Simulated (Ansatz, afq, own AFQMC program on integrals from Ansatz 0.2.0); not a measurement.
# Atomization energy of CH₅ClGeO, singlet, worked out

```xyz
9

C    -0.2639    1.1686   -0.3515
Ge   -0.2554   -0.6465    0.3237
O     1.3046   -1.1011    1.0279
Cl   -0.6404   -1.9528   -1.3708
H    -1.2519    1.4069   -0.7710
H    -0.0388    1.8724    0.4633
H     0.4897    1.2810   -1.1440
H    -1.2795   -0.9586    1.4178
H     2.0242   -1.1166    0.3875
```

Basis def2-TZVP. Noble-gas cores (and the filled d shells of Ga–Kr and In–Xe) are frozen. AFQMC by an in-house program on the Cholesky factors that Ansatz 0.2.0 writes for its CCSD(T) run. ph-AFQMC/CISD is guided by a CISD state made of CCSD amplitudes; releasing the constraint for a short imaginary time cuts its bias at the price of noise, slowly where states lie close. Error bars are statistical, one sigma. No spin–orbit coupling.

Total energies in eV. CBS is CCSD(T) at the limit of def2-TZVPP/QZVPP (extrapolated itself); the highest rung of each member is named.

Cautions: inner d shell frozen; no relativity below Rb; no spin-orbit coupling; CH₅ClGeO (singlet): the released value is read at 0.90 1/Eh with a noise of 21 meV, more than in the cases checked (meV from the phaseless value at times in 1/Eh: 3 ± 18 at 0.21, 21 ± 24 at 0.42, 43 ± 30 at 0.63, 21 ± 21 at 0.90).

```
           member  count  CCSD(T)/def2-TZVP  highest rung in def2-TZVP           which  CCSD(T)/CBS
      C (triplet)     +1         -1028.0742                 -1028.0883             FCI   -1028.3149
     Ge (triplet)     +1        -56474.1734                -56474.1882             FCI  -56475.5964
      O (triplet)     +1         -2040.2212                 -2040.2314             FCI   -2040.9924
     Cl (doublet)     +1        -12508.0402                -12508.0635          CCSDTQ  -12509.3582
      H (doublet)     +5           -13.6005                   -13.6005             FCI     -13.6059
CH₅ClGeO, singlet     -1        -72149.3152       -72149.3379 ± 0.0205  released AFQMC  -72154.3849
```

Task: Work out the best estimate of the atomization energy: the CCSD(T)/CBS difference plus the step from CCSD(T) to the highest rung.

Result: Sums with the counts: CCSD(T)/CBS 32.0935 eV, highest rung 30.7640 eV, CCSD(T)/def2-TZVP 30.8037 eV. The step is 30.7640 − 30.8037 = -0.0397 eV, so the best estimate is 32.0935 + (-0.0397) = 32.0538 eV = 739.2 kcal/mol, with sampling noise 0.021 eV. The step is under twice that noise, so its sign is open. The basis set is worth 1.290 eV of it. Zero-point, core-correlation and spin–orbit terms aren't in it. Past Ne the Hartree–Fock part of each CBS total tends to overshoot, since the cores don't follow the formula; that largely cancels in the difference.

Best estimates are given only where the step beyond CCSD(T) is under 0.3 eV and no member's determinant is very poor (T1 over 0.05, or 0.07 for open shells, ⟨S²⟩ too high by 0.3, two states mixed), so the hardest cases are missing from such tables.

CCSDT and higher add their correlation energy to the determinant of the CCSD(T) run, since their own runs factorise the integrals more tightly (a shift of under 2 meV). Each member of a difference takes its own highest rung, so a best estimate needn't equal the limit plus the step of one row. Released energies are given only where the last usable release times agree within the noise; a slower fall can still hide under it.
